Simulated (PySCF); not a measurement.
Here is a computed GFN2-xTB geometry (Å):
```
atom  x, y, z in Å
C1     1.5421   -0.1995   -0.0604
C2     0.3599    0.0315   -0.0065
C3    -1.0161    0.2414    0.0490
S4    -2.1107   -0.9564   -0.0882
H5     2.5750   -0.3824   -0.1055
H6    -1.3470    1.2674    0.1900
```

Neutral, closed shell.

(1) Read off the bonds between heavy atoms and their formal orders.

(2) Which species is it?

(3) What is the point group of this geometry?

(4) Classify the heavy atoms.

(5) What is the arrangement about C2?

(6) What is the arrangement about C3?

Results:

(1) C1–C2 1.21 Å (triple); C2–C3 1.39 Å (single); C3–S4 1.63 Å (double). Bonds to hydrogen (Å): C1–H5 1.05; C3–H6 1.09. The orders are those of one drawing; other resonance forms can be drawn.

(2) `C#CC=S`, C3H2S, thiopropynal. Among its features: alkyne and thiocarbonyl.

(3) Cs (tolerance 0.08 Å).

(4) C1: terminal alkyne carbon; C2: alkyne carbon; C3: thiocarbonyl carbon; S4: thiocarbonyl sulfur.

(5) It has 2 neighbours (C1, C3) and is almost linear (angle 177.6°).

(6) It has 3 neighbours (C2, S4, H6) and is planar (angles 123.4°, 120.0° and 116.6°, sum 360.0°, 0.00 Å off the plane of its three neighbours).
